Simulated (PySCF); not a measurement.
## Name the molecule from its bond curve

A diatomic of charge 0 contains Mg (the partner may be the same element). Its singlet curve at PBE0 in a double-zeta basis (no relativity, PySCF), in eV from the separated fragments:

R (Å), E (eV) and a bar:
```
    3.095     -0.032 ##############################
    3.239     -0.079 ############
    3.383     -0.103 ###
    3.491     -0.110 #
    3.599     -0.112 
    3.707     -0.109 #
    3.851     -0.101 ####
    4.031     -0.088 #########
    4.247     -0.072 ###############
    4.535     -0.052 #######################
```

The fit gives ωe = 93.8 cm⁻¹ and the rotational constant Bₑ = 0.1099 cm⁻¹.

**Question.** Which atom is the partner?

**Answer.** The minimum lies at 3.576 Å, so the reduced mass is 16.8576 u Å² cm⁻¹/(Bₑ·Re²) = 12.00 u. With Mg at 23.99 u the partner weighs about 24.0 u: Mg. The molecule is Mg2.

Closed-shell solutions of metal pairs were not tested for spin polarisation, which can lower them a little.
